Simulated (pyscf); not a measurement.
This saddle point was located with ωB97X-D3(BJ)/def2-SVP in PySCF.

```
C
F 1 1.2886
H 1 1.1135 2 110.56
Cl 1 2.3785 3 83.53 2 97.03
Cl 4 2.3572 1 61.61 3 119.43
```
Charge 0, spin multiplicity 1.

Surface: singlet, charge 0. Lowest wavenumbers (cm⁻¹): 711i, 40, 216, 224, 389.

Q: Name the species on either side of this saddle.

A: :HC–F (SMILES [CH]F) [singlet] + Cl–Cl (SMILES ClCl) ⇌ F–CH(Cl)–Cl (SMILES FC(Cl)Cl), an insertion read from left to right: Cl–Cl broken and C–Cl, C–Cl formed. At CCSD(T)/def2-TZVPP + ΔMP2(QZVPP) it lies +21.7 kcal/mol from the left side and +128.1 kcal/mol from the right (each side as separated species at their lowest minima found). From the product side, F–CH•–Cl + Cl• lies, by one bond made or cut, 57.7 kcal/mol under this saddle at ωB97M-D3(BJ). This is the saddle that the search found; another between the same sides may lie lower. 2 of the closed-shell references are unstable towards spin polarisation; treat their single-reference values with care. The CCSD(T) − MP2 part came from Ansatz, without density fitting, on the same reference. The largest closed-shell T1 diagnostic is 0.106, which may signal static correlation.
